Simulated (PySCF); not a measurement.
CH2, SMILES [CH2] (connectivity only; charge and spin as stated), neutral, multiplicity 1.

Geometry optimised at B3LYP-D3(BJ)/def2-TZVPD. The isomer is the one that the SMILES or the coordinates give; other isomers of the formula were not compared.

The numbers are results of B3LYP-D3(BJ)/def2-TZVPD (PySCF 2.14.0), not measurements.

No scaling factor is applied to the harmonic values.

```csv
mode,ν (cm⁻¹),IR (km/mol),Raman (Å⁴/amu),depolarisation,moving atoms (share of kinetic energy)
1,1404,2.0,2.3,0.02,"H 91 %, C 9 %"
2,2910,76.6,158.3,0.15,H 95 %
3,2975,67.7,83.4,0.75,"H 91 %, C 9 %"
```
